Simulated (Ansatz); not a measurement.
in.yaml

```yaml
crystal:
  periodic: [false, false, false]
  atoms:
    - {symbol: H, position_ang: [0.000000, 0.000000, -0.930667]}
    - {symbol: H, position_ang: [0.000000, 0.000000, -0.039667]}
    - {symbol: F, position_ang: [0.000000, 0.000000, 0.970333]}
basis:
  gaussian: {orbitals: STO-3G}
magnetization: {spin_polarized: false, initial_magnetization: 1}
correlation: {method: fci, electrons: outside_noble_gas}
```

```sh
$ ansatz run in.yaml --threads 1 --pin off --events-out ev --progress --plain --max-ram 2393MiB
```

Output:

```
91 factors; integrals over basis functions are off by at most 5.4e-8 eV
mean field evaluation 1: about -2692.7731 eV, gradient 1.4e1 eV
mean field evaluation 2: about -2692.8072 eV, gradient 1.4e1 eV
mean field evaluation 4: about -2694.1653 eV, gradient 8.4e-1 eV
mean field evaluation 8: about -2694.1787 eV, gradient 5.5e-3 eV
mean field evaluation 16: about -2692.7989 eV, gradient 1.1e-2 eV
mean field evaluation 32: about -2692.7997 eV, gradient 4.3e-1 eV
mean field -2694.17863492 eV, -99.0092386533 hartree, gradient 9.8e-7 eV, S^2 0.750000; 4 other end points of the search recorded, 0 dependent functions left out
mean field evaluation 64: about -2692.8061 eV, gradient 1.9e-4 eV
determinant -2694.17863492 eV, -99.0092386533 hartree, with singles and doubles -2695.34542601 eV, -99.0521174351 hartree
determinant -2692.79205226 eV, -98.9582826805 hartree, with singles and doubles -2693.35575397 eV, -98.9789983361 hartree
1 core orbitals not correlated: weight in the atoms' cores, before any rotation towards them, 1.000 or more for the frozen orbitals, at most 0.000 for the correlated occupied ones
reference -2694.17863492 eV, -99.0092386533 hartree; 5, 4 occupied and 1, 2 virtual orbitals, 91 factors
state -2695.34796050 eV, -99.0522105759 hartree
Total energy: -2695.34796050 eV, -99.0522105759 hartree
```

Natural occupations: 1.9997 1.9997 1.9987 1.9665 1.0009 0.0345.

Ran on 1 thread of Arm Neoverse V2, shared host: 0.12 s wall, 0.18 GiB peak host memory.
